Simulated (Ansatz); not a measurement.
# AlFH2S: up Jacob's ladder to CCSD(T)

An exercise on one series of results from a longer session: the logs are not shown, and one member is left open.

The runs use Ansatz 0.2.0, Gaussian basis; functionals in def2-TZVPP, the program's frozen cores in correlated methods.

Plan: LDA (SPW92), PBE-D4, revPBE-D4, BLYP-D4, r2SCAN-D4, B97M-V, PBE0-D4, B3LYP-D4, r2SCANh-D4, r2SCAN0-D4, HSE06-D4, BHLYP-D4, CAM-B3LYP-D4, LC-ωPBE, ωB97X-V, ωB97M-V, B2PLYP, PBE-QIDH; CCSD(T)/def2-SVP; CCSD(T)/def2-TZVPP; CCSD(T)/def2-QZVPP; extrapolation to the limit; RPA on PBE.

## The geometry

An earlier PBE0-D4 in a triple-zeta def2 set relaxation fixed the geometry.

SMILES `[F][AlH][SH]`, 5 atoms, charge 0, spin multiplicity 1.

Atoms are counted from 1 here; the program's logs count them from 0.

Bond lengths: F1–Al2 1.645 Å, Al2–S3 2.169 Å, Al2–H4 1.569 Å, S3–H5 1.345 Å. Angles: F1–Al2–S3 116.3°, F1–Al2–H4 119.8°, S3–Al2–H4 123.9°, Al2–S3–H5 91.6°.

Set-up of the first run:

Input file in.yaml:

```yaml
crystal:
  periodic: [false, false, false]
  atoms:
    - {symbol: F, position_ang: [-1.203507, -1.535789, 0.877517]}
    - {symbol: Al, position_ang: [-0.513882, -0.309052, 0.024808]}
    - {symbol: S, position_ang: [1.536104, 0.182613, 0.533468]}
    - {symbol: H, position_ang: [-1.341123, 0.430416, -1.085193]}
    - {symbol: H, position_ang: [1.572310, 1.158211, -0.392100]}
basis:
  gaussian: {orbitals: def2-TZVPP}
hamiltonian: {xc: lda}
output: {orbitals: {seedname: orbitals}}
```

Among the steps run: LDA; PBE-D4 (GGA); revPBE-D4 (GGA); BLYP-D4 (GGA); r2SCAN-D4 (meta-GGA); B97M-V (meta-GGA); PBE0-D4 (hybrid); B3LYP-D4 (hybrid); r2SCANh-D4 (hybrid); r2SCAN0-D4 (hybrid); HSE06-D4 (hybrid); BHLYP-D4 (hybrid); CAM-B3LYP-D4 (range-separated); LC-ωPBE-D4 (range-separated; the results give it without D4); ωB97X-V (range-separated); ωB97M-V (range-separated); B2PLYP (double hybrid); PBE-QIDH (double hybrid).

One of the session's tables, all rows but one given; the rest of the session is left out.

It belongs to the step «Frontier levels by functional». 

| functional | HOMO (eV) | gap (eV) |
| --- | --- | --- |
| LDA (SPW92) | -7.01 | 5.04 |
| PBE-D4 | -6.87 | 5.15 |
| revPBE-D4 | -6.82 | 5.20 |
| BLYP-D4 | -6.68 | 5.07 |
| r2SCAN-D4 | -7.16 | 5.78 |
| B97M-V | -7.22 | 5.66 |
| PBE0-D4 | -8.08 | 7.11 |
| B3LYP-D4 | -7.81 | 6.63 |
| r2SCANh-D4 | -7.61 | 6.48 |
| r2SCAN0-D4 | -8.27 | 7.51 |
| HSE06-D4 | ? | ? |
| BHLYP-D4 | -9.12 | 8.89 |
| CAM-B3LYP-D4 | -9.38 | 9.32 |
| LC-ωPBE | -10.82 | 11.85 |
| ωB97X-V | -10.43 | 11.37 |
| ωB97M-V | -10.26 | 10.91 |

**Question.** Estimate the row for HSE06-D4.

The run gave: HOMO (eV): -7.68; gap (eV): 6.34. In the column «HOMO (eV)» it lies between B3LYP-D4 (-7.81) and r2SCANh-D4 (-7.61).
